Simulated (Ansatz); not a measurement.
Results of r²SCAN+rVV10 (Ansatz, a quantum-chemistry and plane-wave program, PAW) for rock-salt ZrC.

Numerical settings: plane-wave cutoff 560 eV, 20×20×20 k mesh, Fermi–Dirac smearing 0.05 eV, scalar-relativistic PAW data made under PBE.

A third-order Birch–Murnaghan fit to the energies gives V0 = 13.004 Å³/atom, B0 = 233 GPa, B′ = 4.0.

```tsv
V (Å³/atom)	P (GPa)
12.224	[?]
12.484	10.33
12.744	[?]
13.004	0.00
13.264	-4.44
13.524	-8.46
13.784	-12.10
```

Task: Estimate the withheld pressures from this fit; the answers are the runs' own values.

Result: 
- 12.224, P (GPa): 16.32
- 12.744, P (GPa): 4.91

The formula P = (3/2) B0 (x^(7/3) − x^(5/3)) [1 + (3/4)(B′ − 4)(x^(2/3) − 1)] with x = V0/V meets the computed pressures within 0.02 GPa when these rounded values are put in.

Measured, for comparison: bulk modulus 223 GPa (temperature not stated, no zero-point or thermal correction, from single-crystal elastic constants, our sources range from 208 to 223; as tabulated in arXiv:1102.4063); equilibrium volume per atom 12.95 Å³/atom (temperature not stated, no zero-point or thermal correction; as tabulated in Zhang et al. (2018), doi:10.1088/1367-2630/aac7f0). Computed (rounded) less measured: bulk modulus +4 % (+4 % to +12 % over the range), equilibrium volume per atom +0.4 %. A static lattice is as a rule a little smaller and stiffer than an uncorrected measurement, which narrows the difference in the bulk modulus and would widen misses of the other sign.

The computed numbers hold no vibrational or temperature effects.

The result took roughly 2.8 core-minutes.
